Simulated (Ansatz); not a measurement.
## TiO₂: experiment and calculation

**Measured values to compare with.**

From “Phonon quarticity induced by changes in phonon-tracked hybridization during lattice expansion and its stabilization of rutile TiO2”, 2015, arxiv:1502.04667, for a powder of TiO2 at 300 K: lattice constant a 4.592 Å; lattice constant c 2.958 Å.

“Shallow Valence Band of Rutile GeO2 and P-type Doping”, 2020, arxiv:2011.08928 quotes, for a bulk crystal of TiO2 at 1.6 K: band gap 3.03 eV (direct).

The runs below are set against these values where they give the same quantity.

These are results of Ansatz 0.2.0, DFT r2SCAN, scalar-relativistic, plane waves, PAW, not measurements.

Plane waves to 500 eV, a k mesh through Γ of 6×6×6 on the computed 12-atom cell and Gaussian smearing (0.02 eV); no spin polarisation.

Relaxed structure, symmetry kept:

```cif
data_structure
_symmetry_space_group_name_H-M 'P4_2/mnm'
_symmetry_Int_Tables_number 136
_cell_length_a 4.5968
_cell_length_b 4.5968
_cell_length_c 2.9536
_cell_angle_alpha 90.000
_cell_angle_beta 90.000
_cell_angle_gamma 90.000
_cell_volume 62.41
loop_
_atom_site_label
_atom_site_type_symbol
_atom_site_symmetry_multiplicity
_atom_site_Wyckoff_symbol
_atom_site_fract_x
_atom_site_fract_y
_atom_site_fract_z
_atom_site_occupancy
Ti1 Ti 2 b 0.50000 0.50000 0.00000 1
O1 O 4 g 0.69539 0.69539 0.50000 1
```

- Space group: P4_2/mnm (No. 136)
- Volume per atom: 10.40 Å³
- Formation energy from the elements' standard states (uncorrected): -3.318 eV/atom
- Generalised Kohn–Sham band gap: 2.22 eV, direct at Γ
- Löwdin character of the top 1 eV of the valence band: O 2p 95 %
- Löwdin character of the lowest 1 eV of the conduction band: Ti 3d 89 %, O 2p 9 %
- Electron masses at the edge by Cartesian direction of the computed cell, whose vectors are (-2.954, 3.250, 3.250), (2.954, -3.250, 3.250), (2.954, 3.250, -3.250) Å (m_e; degenerate bands sorted by energy; no spin-orbit coupling): x: 0.58; y: 1.2; z: 1.2
- Hole masses at the edge by Cartesian direction of the computed cell, whose vectors are (-2.954, 3.250, 3.250), (2.954, -3.250, 3.250), (2.954, 3.250, -3.250) Å (m_e; degenerate bands sorted by energy; no spin-orbit coupling): x: 3.7; y: 2.3; z: 2.3
- Bulk modulus: 227 GPa
- Its pressure derivative: 5.1
- Electronic dielectric constant xx, yy, zz of the computed cell, whose vectors are (-2.954, 3.250, 3.250), (2.954, -3.250, 3.250), (2.954, 3.250, -3.250) Å (independent particles): 7.8, 6.6, 6.6

A ferromagnetic start lost its moments in a first run, so spin was left out; other magnetic orders weren't tried.

Measured lattice constant a of TiO2: 4.592 Å (300 K; powder; quoted in the paper above). This calculation gives 4.597 Å (+0.1 %). 3 values of this kind are on record in papers (4.592 to 4.594 Å); this one was drawn at random among those near their median. Measured lattice constant c of TiO2: 2.958 Å (300 K; powder; quoted in the paper above). This calculation gives 2.954 Å (-0.1 %). 2 values of this kind are on record in papers (2.958 to 2.959 Å); this one was drawn at random among those near their median. The calculation is for 0 K without zero-point motion. A measured band gap of TiO2 is 3.03 eV (direct; 1.6 K; quoted in the paper above); the calculated 2.22 eV misses it by -0.81 eV. 3 values of this kind are on record in papers (3.02 to 3.05 eV); this one was drawn at random among those near their median. Kohn–Sham gaps of semilocal functionals fall short of measured ones as a rule.

Cost: 12 runs of about 40 core-minutes in all, on Arm Neoverse V1 (shared hosts).